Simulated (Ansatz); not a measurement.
Geometry optimisation, RKS PBE0-D4/def2-SVP (Ansatz 0.2.0).

The input (input.yaml):

```yaml
crystal:
  periodic: [false, false, false]
  atoms:
    - { symbol: C, position_ang: [-0.9784, -1.0763, -0.3526] }
    - { symbol: C, position_ang: [-0.1093, -0.0863, -0.1242] }
    - { symbol: C, position_ang: [0.3194, 0.7125, -1.3146] }
    - { symbol: S, position_ang: [1.558, 1.9603, -1.306] }
    - { symbol: C, position_ang: [0.4646, 0.192, 1.2185] }
    - { symbol: F, position_ang: [-0.0766, -0.6102, 2.1792] }
    - { symbol: H, position_ang: [-1.3802, -1.6471, 0.4501] }
    - { symbol: H, position_ang: [-1.3937, -1.2116, -1.3585] }
    - { symbol: H, position_ang: [-0.1201, 0.4453, -2.2148] }
    - { symbol: H, position_ang: [1.5466, 0.039, 1.275] }
    - { symbol: H, position_ang: [0.2351, 1.2254, 1.5686] }
basis:
  gaussian: { orbitals: def2-SVP }
hamiltonian:
  xc: pbe0
  dispersion: d4
relax:
  f_tol: 0.02
  max_steps: 50
output:
  orbitals: {}
```

Run as:

```bash
$ ansatz run input.yaml --threads 2 --pin off --max-ram 3072MiB --backend cpu --events-out ev --progress --plain --runs-dir out
```

Where does it end, and by what steps?

It converged. After 7 steps the energy has fallen by 0.521 eV; S4 moved furthest, 0.16 Å.

| step | energy less start (eV) | largest force component (eV/Å) | accepted |
| --- | --- | --- | --- |
| 0 | 0.0000 | 3.688 | yes |
| 1 | -0.3579 | 2.041 | yes |
| 2 | -0.4681 | 0.907 | yes |
| 3 | -0.4189 | 1.876 | no |
| 4 | -0.5155 | 0.273 | yes |
| 5 | -0.5205 | 0.084 | yes |
| 6 | -0.5205 | 0.067 | yes |
| 7 | -0.5212 | 0.009 | yes |

```xyz
11
Properties=species:S:1:pos:R:3
C -1.015 -1.046 -0.347
C -0.097 -0.082 -0.148
C 0.374 0.715 -1.268
S 1.476 1.909 -1.179
C 0.463 0.200 1.215
F -0.085 -0.633 2.152
H -1.378 -1.652 0.486
H -1.414 -1.241 -1.346
H -0.079 0.454 -2.238
H 1.559 0.071 1.203
H 0.263 1.249 1.493
```

Run time: 29 s on 2 threads of Arm Neoverse V1, with other jobs on the host, peak memory 0.26 GiB.
